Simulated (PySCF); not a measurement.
acetonitrile cation (C2H3N), SMILES CC#N (connectivity only; charge and spin as stated), charge +1, multiplicity 2.

Coordinates come from a B3LYP-D3(BJ)/def2-TZVP optimisation. A frequency run showed that this geometry is not a minimum. The spin state was assumed, not searched.

Two levels are set side by side: PBE/def2-TZVPD (PySCF) and PBE0/def2-TZVPD (PySCF). Same geometry, gas phase. Differences are taken from unrounded values.

| quantity | PBE |
|---|---|
| α-spin orbital gap (eV) | 6.93 |
| β-spin orbital gap (eV) | 0.56 |
| mean polarisability (bohr³) | 28.8 |

Problem. These are the PBE values. What does PBE0 give? (The exact figures need the calculation; the answer reports its results.)

Solution. 
| quantity | PBE0 | PBE minus PBE0 |
|---|---|---|
| α-spin orbital gap (eV) | 9.50 | -2.57 |
| β-spin orbital gap (eV) | 3.27 | -2.71 |
| mean polarisability (bohr³) | 28.0 | 0.9 |

PBE's more diffuse valence density responds more strongly to a field. Differences between two approximate levels are no errors against the true value.

Rough cost on one machine, each run with all the roots and properties that it gave: PBE0 against PBE within a factor of 2.
